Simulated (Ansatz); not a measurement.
A made-up structure of CH₃OSi (charge +1), singlet:

C1  (-0.869, -0.406, -0.384)
O2  (0.104, -1.173, -0.205)
Si3  (0.536, 0.519, 0.292)
H4  (-1.832, -0.736, -0.785)
H5  (1.449, 1.146, -0.668)
H6  (-1.678, -0.178, 0.262)
(Å)

It is relaxed with PBE-D4/def2-SVP and then PBE0-D4/def2-TZVP (Ansatz 0.2.0). Atoms count as bonded within 1.22 times the sum of their covalent radii (H–H: 0.88 Å). The end point is not checked to be a true minimum.

Does its bonding change? (A judgement: the text doesn't fix the answer.)

Computed: No: no bond forms or breaks.

Where it ends: The first stage lowers the energy by 3.53 eV in 12 steps. It ends as CH₃OSi ([CH2]1[O][SiH]1), total charge +1:
C1  (-1.159, -0.363, -0.207)
O2  (0.168, -1.132, -0.160)
Si3  (0.447, 0.422, -0.324)
H4  (-1.738, -0.579, -1.101)
H5  (1.687, 1.215, -0.433)
H6  (-1.695, -0.392, 0.737)
(Å)

Labels in which every atom is bracketed show which atoms are joined, not bond orders.

For scale, one of the runs: PBE0-D4/def2-TZVP relaxation, 117 basis functions, launched by `ansatz run in.yaml --threads 2 --pin off --events-out ev --progress --plain --max-ram 4352MiB`. Hardware: 2 CPU threads of an AMD EPYC, shared host. Wall time about 55 s.
